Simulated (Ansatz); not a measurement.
## Pulling the pair apart

The pair of H3O⁺ (SMILES [OH3+], atoms 1–4) and Cl2 (SMILES ClCl, atoms 5–6), both closed shells, in one local arrangement (a lower one may exist), relaxed at PBE0-D4/def2-TZVP:

```
6
angstrom
O 0.2398 -0.1186 -1.0216
H -0.1378 0.1879 -0.1025
H 0.8074 0.5445 -1.4524
H -0.4387 -0.4638 -1.6282
Cl -0.7334 0.6260 1.6072
Cl 0.2627 -0.7762 2.5975
```

Cl2 is shifted rigidly along the line between the mean atom positions of the two fragments (negative: closer). Counterpoise interaction energies in kJ/mol. Computed with Ansatz 0.2.0 (basis: def2-TZVPPD); correlated methods freeze the cores.

```tsv
shift (Å)	PBE-D4	PBE0-D4	HF
-0.19	-65.0	-60.1	-24.4
-0.09	-70.9	-65.8	-33.8
0.00	-72.8	-67.5	-38.9
0.09	-71.9	-66.5	-41.0
0.22	-67.7	-62.2	-40.7
0.47	-55.9	-50.8	-35.3
0.93	-34.0	-30.1	-22.3
1.86	-11.7	-10.4	-8.6
```

(1) What does CCSD(T) give at these shifts? (An estimate is asked for; the value comes from the calculation.)

T1 diagnostic: at most 0.009.

Results:

(1) By the calculation: -46.4, -53.3, -56.2, -56.2, -53.4, -44.1, -26.4, -9.5 kJ/mol. For zero shift, CCSD(T) at an estimated basis limit (MP2 extrapolated from triple and quadruple zeta, plus CCSD(T) − MP2 in triple zeta) gives -59.9 kJ/mol. These are counterpoise interaction energies, counted from the two frozen fragments.

For scale, one of the runs: CCSD(T)/def2-TZVPPD, 193 basis functions, launched by `ansatz run in.yaml --threads 2 --pin off --events-out ev --progress --plain --max-ram 5222MiB`. Time: 54 s of wall clock on 2 CPU threads of an Arm Neoverse V1; the host was shared. Peak host memory: 2 GiB.
